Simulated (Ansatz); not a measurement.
C$_{3}$H$_{3}$F, SMILES `C=C=CF`. Total charge 0; spin multiplicity 1.

| atom | x (Å) | y (Å) | z (Å) |
| --- | --- | --- | --- |
| C1 | 0.628 | -1.019 | 0.577 |
| C2 | 0.021 | -0.020 | 0.011 |
| C3 | -0.544 | 0.995 | -0.570 |
| F4 | -1.874 | 1.186 | -0.560 |
| H5 | 0.813 | -1.946 | 0.042 |
| H6 | 0.966 | -0.965 | 1.608 |
| H7 | -0.009 | 1.769 | -1.108 |

Question: What are the harmonic wavenumbers in cm⁻¹ at PBE0-D4/def2-TZVP (Ansatz, finite differences of forces, unscaled)? (Estimate.)

Answer: Ansatz gave: 220, 305, 630, 643, 867, 935, 1022, 1035, 1216, 1368, 1485, 2094, 3133, 3211, 3212.

Question: Is this a minimum?

Answer: Yes, all 15 modes are real.

Question: Give the ideal-gas thermochemistry at 298.15 K and 1 bar (rigid rotor, harmonic oscillator; point group Cs, symmetry number 1).

Answer: Zero-point energy 127.9 kJ/mol; H(298) − E = 141.5 kJ/mol; entropy 277.2 J/(mol·K), of which translation 159.5, rotation 98.2, vibration 19.5; G(298) − E = 58.9 kJ/mol.

Question: And at 400, 500, 600, 800 and 1000 K?

Answer: 
| T (K) | H − E (kJ/mol) | S (J/mol/K) | G − E (kJ/mol) |
| --- | --- | --- | --- |
| 400 | 148.8 | 298.1 | 29.6 |
| 500 | 157.2 | 316.7 | -1.2 |
| 600 | 166.5 | 333.7 | -33.7 |
| 800 | 187.6 | 363.9 | -103.5 |
| 1000 | 210.9 | 389.9 | -179.0 |

Question: Rotational constants (cm⁻¹)?

Answer: 1.578, 0.1441, 0.1358.
